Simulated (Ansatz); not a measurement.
This geometry of H$_{6}$NPSi (9 atoms, charge 0, multiplicity 1) is a first-order saddle point.

These are results of RKS PBE-D4/def2-TZVP (Ansatz 0.2.0), not measurements.

```xyz
9
Properties=species:S:1:pos:R:3
Si -0.459 0.914 -0.856
N 0.581 -0.221 -0.045
P 0.328 -0.745 1.608
H -1.829 0.320 -0.942
H 0.112 1.129 -2.220
H -0.595 2.241 -0.167
H 1.561 -0.209 -0.318
H 1.202 -1.885 1.561
H -0.813 -1.589 1.363
```

Task: Which two structures does it join? (They come from a converged band through this point; their orientation in space is the band's.)

Result: No bond is made or broken. The dihedral H7–N2–P3–H9 goes from 132 to -49°.

First end point:

```xyz
9
Properties=species:S:1:pos:R:3
Si -0.454 0.666 -0.858
N 0.875 -0.086 -0.026
P 0.776 -1.088 1.369
H -1.423 -0.368 -1.339
H 0.101 1.429 -2.019
H -1.199 1.595 0.052
H 1.824 0.076 -0.345
H -0.293 -1.964 0.968
H -0.118 -0.306 2.182
```

Last end point:

```xyz
9
Properties=species:S:1:pos:R:3
Si -0.550 0.773 -1.029
N 0.497 -0.083 0.071
P -0.114 -1.186 1.239
H -1.510 -0.189 -1.647
H 0.331 1.385 -2.070
H -1.344 1.866 -0.379
H 1.470 0.207 0.129
H 0.398 -0.629 2.463
H 0.911 -2.191 1.206
```

Task: How far does it lie above each of them?

Result: 0.268 eV above the first and 0.221 eV above the second. This is the barrier of this one path; another mechanism may lie lower.

The run took 3.8 min on 2 threads of AMD EPYC 7R43 64-Core Processor (Zen 3), on a shared host, peak memory 0.19 GiB.
